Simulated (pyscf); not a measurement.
**Addition across a multiple bond or ene-type step: H₂B–NH₂ + H₂C=CH₂ -> H₃C–CH₂–BH–NH₂**

Gas phase, singlet surface, charge 0. Bonds broken: B1–H3. Bonds formed: B1–C7, H3–C8. Optimised with ωB97X-D3(BJ)/def2-SVP in PySCF. Correlated levels are frozen-core, on RHF or UHF. ΔMP2 is the change of the MP2 total energy from the triple- to the quadruple-zeta basis.

Transition state (Å):

```xyz
12

B     -1.8475    -0.3890     1.3085
N     -2.6400     0.6449     2.0378
H     -1.0832    -1.0054     2.0673
H     -2.3041    -1.2899     0.6220
H     -2.9457     0.3430     2.9586
H     -3.4654     0.9631     1.5367
C     -0.9368     0.4413    -0.0198
C     -0.0730     0.1420     1.0203
H     -1.4171     1.4208    -0.0575
H     -0.9193    -0.1441    -0.9405
H      0.0968     0.8628     1.8231
H      0.6377    -0.6846     0.9439
```

One imaginary mode, 425i cm⁻¹; descent along it reached the two sides named.

```
bond   change  reactant side (Å)  saddle  product side
-----  ------  -----------------  ------  ------------
B1–H3  breaks              1.211   1.241           2.8
B1–C7   forms                3.8   1.812         1.585
H3–C8   forms                3.9   1.853         1.105
```

Electronic energies relative to the separated reactants (kcal/mol):

```json
[
 {"level": "ωB97X-D3(BJ)/def2-TZVP", "barrier": "17.6", "reaction energy": "-37.1", "reverse barrier": "54.7"},
 {"level": "PBE/def2-TZVP", "barrier": "13.2", "reaction energy": "-34.6", "reverse barrier": "47.7"},
 {"level": "r²SCAN/def2-TZVP", "barrier": "13.7", "reaction energy": "-36.5", "reverse barrier": "50.1"},
 {"level": "B3LYP-D3(BJ)/def2-TZVP", "barrier": "21.0", "reaction energy": "-32.7", "reverse barrier": "53.7"},
 {"level": "PBE0-D3(BJ)/def2-TZVP", "barrier": "12.4", "reaction energy": "-38.9", "reverse barrier": "51.3"},
 {"level": "M06-2X/def2-TZVP", "barrier": "16.8", "reaction energy": "-35.4", "reverse barrier": "52.2"},
 {"level": "ωB97M-D3(BJ)/def2-TZVP", "barrier": "18.2", "reaction energy": "-35.0", "reverse barrier": "53.2"},
 {"level": "HF/def2-TZVP", "barrier": "38.3", "reaction energy": "-27.7", "reverse barrier": "66.0"},
 {"level": "MP2/def2-QZVPP", "barrier": "16.3", "reaction energy": "-36.6", "reverse barrier": "52.9"},
 {"level": "CCSD/def2-TZVPP", "barrier": "22.6", "reaction energy": "-33.7", "reverse barrier": "56.3"},
 {"level": "CCSD(T)/def2-TZVPP", "barrier": "20.1", "reaction energy": "-33.7", "reverse barrier": "53.9"},
 {"level": "CCSD(T)/def2-TZVPP + ΔMP2(QZVPP)", "barrier": "20.0", "reaction energy": "-34.0", "reverse barrier": "53.9"}
]
```

With CCSD(T)/def2-TZVPP + ΔMP2(QZVPP) energies and thermal terms (ideal gas, 1 atm, RRHO with modes under 100 cm⁻¹ raised to 100, one conformer, R ln 2 for rigid chiral ones), in kcal/mol:

```tsv
T (K)	ΔH‡	ΔG‡	ΔH	ΔG
298	20.7	31.6	-30.7	-20.3
600	20.9	42.6	-30.3	-9.9
900	21.4	53.4	-29.5	+0.1
1200	22.0	63.9	-28.5	+9.8
```

At the saddle there is also a short B–C contact that neither side keeps. H₃C–CH₂–BH–NH₂ lies 12.3 kcal/mol over its isomer H₃C–B(CH₃)–NH₂, and others may lie lower still (electronic energy, ωB97M-D3(BJ)). One saddle was located; it need not be the lowest between these sides. The CCSD(T) − MP2 part came from Ansatz, without density fitting, on the same reference.
